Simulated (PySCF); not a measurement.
Molecule: `CCS(C)(=O)=O`, C3H8O2S.

Molfile (atoms numbered from 1):
```
C3H8O2S
     RDKit          3D

 14 13  0  0  0  0  0  0  0  0999 V2000
   -2.0448   -0.1543    0.0707 C   0  0  0  0  0  0  0  0  0  0  0  0
   -0.6131   -0.6165    0.2577 C   0  0  0  0  0  0  0  0  0  0  0  0
    0.4951    0.6975   -0.2739 S   0  0  0  0  0  6  0  0  0  0  0  0
    2.1310    0.0276   -0.0305 C   0  0  0  0  0  0  0  0  0  0  0  0
    0.3048    0.8840   -1.7110 O   0  0  0  0  0  0  0  0  0  0  0  0
    0.3325    1.8204    0.6479 O   0  0  0  0  0  0  0  0  0  0  0  0
   -2.2376    0.0758   -0.9866 H   0  0  0  0  0  0  0  0  0  0  0  0
   -2.2352    0.7518    0.6631 H   0  0  0  0  0  0  0  0  0  0  0  0
   -2.7442   -0.9387    0.3931 H   0  0  0  0  0  0  0  0  0  0  0  0
   -0.3728   -1.4978   -0.3562 H   0  0  0  0  0  0  0  0  0  0  0  0
   -0.3712   -0.8254    1.3107 H   0  0  0  0  0  0  0  0  0  0  0  0
    2.2880   -0.1890    1.0335 H   0  0  0  0  0  0  0  0  0  0  0  0
    2.2608   -0.8639   -0.6568 H   0  0  0  0  0  0  0  0  0  0  0  0
    2.8099    0.8254   -0.3607 H   0  0  0  0  0  0  0  0  0  0  0  0
  1  2  1  0
  2  3  1  0
  3  4  1  0
  3  5  2  0
  3  6  2  0
  1  7  1  0
  1  8  1  0
  1  9  1  0
  2 10  1  0
  2 11  1  0
  4 12  1  0
  4 13  1  0
  4 14  1  0
M  END
```

Geometry PBE0-D3(BJ)/def2-SVP throughout; GIAO in PySCF, gas phase, one conformer, non-relativistic; equivalent atoms averaged; functional PBE0.

Q: How do the shifts δ (against TMS, CS2, H2O at the same level) depend on the basis set? (ppm; last column core-seconds on shared hosts with different chips, so compare them loosely)

A: 
```
    basis set  functions    C2    C4    C1     S3  O5/O6  H12/H13/H14  H10/H11  H7/H8/H9  core-s
       STO-3G         42  34.8  27.3  17.3  -64.4  123.2         1.72     1.62      1.02     3.2
        6-31G         74  52.8  44.0   5.6  237.5  158.9         2.39     2.48      1.48       6
     pcSseg-0         74  59.7  52.1   6.5  283.2  215.4         3.05     2.74      1.73     5.2
       6-31G*        104  48.0  39.7   5.2  291.5  169.3         2.18     2.30      1.35     8.4
     def2-SVP        128  51.5  42.5   4.5  294.0  196.0         2.50     2.38      1.31     9.4
      cc-pVDZ        128  52.5  42.6   5.9  277.0  194.3         2.38     2.36      1.32      10
     pcSseg-1        149  53.7  45.1   5.0  300.8  209.6         2.62     2.44      1.48      23
  aug-cc-pVDZ        214  53.1  42.4   4.6  278.4  183.4         2.65     2.76      1.45      23
6-311+G(2d,p)        218  53.3  43.9   4.3  332.9  206.3         2.63     2.76      1.39      21
    def2-TZVP        240  53.4  43.7   4.9  351.9  211.6         2.54     2.69      1.39      25
      cc-pVTZ        296  52.6  43.2   4.7  307.7  203.6         2.55     2.68      1.41      36
     IGLO-III        299  54.7  44.7   4.7  344.3  215.0         2.61     2.74      1.42      37
```

Q: Which nucleus moves most, in ppm?

A: S3 (sulfone sulfur): from -64.4 ppm with STO-3G to 351.9 ppm with def2-TZVP. The smallest spread is 0.72 ppm, at H7/H8/H9. Proton shifts span only some 12 ppm, so a few tenths of a ppm matter as much there as several ppm in carbon.

Q: Taking the largest basis, IGLO-III (299 functions), as the yardstick, rank the others by their worst heavy-atom deviation.

A: def2-TZVP 7.5 ppm (240 functions), 6-311+G(2d,p) 11.5 ppm (218 functions), cc-pVTZ 36.6 ppm (296 functions), pcSseg-1 43.6 ppm (149 functions), def2-SVP 50.3 ppm (128 functions), 6-31G* 52.9 ppm (104 functions), pcSseg-0 61.2 ppm (74 functions), aug-cc-pVDZ 65.9 ppm (214 functions), cc-pVDZ 67.3 ppm (128 functions), 6-31G 106.8 ppm (74 functions), STO-3G 408.7 ppm (42 functions).

A small basis that lands close on one nucleus may do so by chance; judge by the trend and by all nuclei.
